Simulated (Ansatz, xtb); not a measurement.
Two structures of CHMgN

Structure a: `N#[C][MgH]`, a singlet. Structure b: a singlet given by its coordinates. Both are isolated molecules in the gas phase, relaxed with PBE0-D3(BJ)/def2-SVP.

a (Å):

```xyz
4

C     0.0000    0.0000   -1.1598
Mg    0.0000    0.0000    0.8992
N     0.0000    0.0000   -2.3235
H     0.0000    0.0000    2.5842
```

b (Å):

```xyz
4

C     0.0000    0.0000   -2.2715
Mg    0.0000    0.0000    0.8397
N     0.0000    0.0000   -1.0902
H     0.0000    0.0000    2.5220
```

Close contacts (Å): C1–N3 1.18, Mg2–N3 1.93, Mg2–H4 1.68.

**Question.** Estimate E(b) − E(a) at the level CCSD(T)/def2-TZVPP.

**Answer.** Too close to call at this level: CCSD(T)/def2-TZVPP gives E(b) − E(a) = −2.20 kJ/mol.

Level by level:

```json
{"level": "GFN2-xTB", "geometry": "GFN2-xTB", "E(b) − E(a) (kJ/mol)": "−1.12", "departure from the last row (kJ/mol)": "+1.08", "job, with rough time for the two": "optimisation, 0.26 s"}
{"level": "HF/STO-3G", "geometry": "GFN2-xTB", "E(b) − E(a) (kJ/mol)": "−11.21", "departure from the last row (kJ/mol)": "−9.01", "job, with rough time for the two": "single point, 0.72 s"}
{"level": "r2SCAN-D4/def2-SVP", "geometry": "GFN2-xTB", "E(b) − E(a) (kJ/mol)": "−1.64", "departure from the last row (kJ/mol)": "+0.56", "job, with rough time for the two": "single point, 4.2 s"}
{"level": "PBE0-D3(BJ)/def2-SVP", "geometry": "PBE0-D3(BJ)/def2-SVP", "E(b) − E(a) (kJ/mol)": "−4.65", "departure from the last row (kJ/mol)": "−2.45", "job, with rough time for the two": "optimisation, 28 s"}
{"level": "HF/def2-TZVPP", "geometry": "PBE0-D3(BJ)/def2-SVP", "E(b) − E(a) (kJ/mol)": "−27.21", "departure from the last row (kJ/mol)": "−25.01", "job, with rough time for the two": "part of the CCSD(T) run"}
{"level": "MP2/def2-TZVPP", "geometry": "PBE0-D3(BJ)/def2-SVP", "E(b) − E(a) (kJ/mol)": "+7.07", "departure from the last row (kJ/mol)": "+9.27", "job, with rough time for the two": "part of the CCSD(T) run"}
{"level": "CCSD(T)/def2-TZVPP", "geometry": "PBE0-D3(BJ)/def2-SVP", "E(b) − E(a) (kJ/mol)": "−2.20", "departure from the last row (kJ/mol)": "", "job, with rough time for the two": "single point, 27 s"}
```

The largest departure from CCSD(T)/def2-TZVPP is that of HF/def2-TZVPP, 25.01 kJ/mol.

With harmonic frequencies from PBE0-D3(BJ)/def2-SVP (ideal gas, rigid rotor, one conformer each, 298.15 K, 1 atm): the zero-point term adds −1.41 kJ/mol; ΔH is −3.01 and ΔG −4.65 kJ/mol.

The correlated steps freeze 3 core orbitals; the last core shell of Mg is correlated, in a basis made for valence electrons. Codes used: Ansatz 0.2.0, xtb 6.7.1; the last row on 1 thread of AMD EPYC (Zen 3) on a shared host.
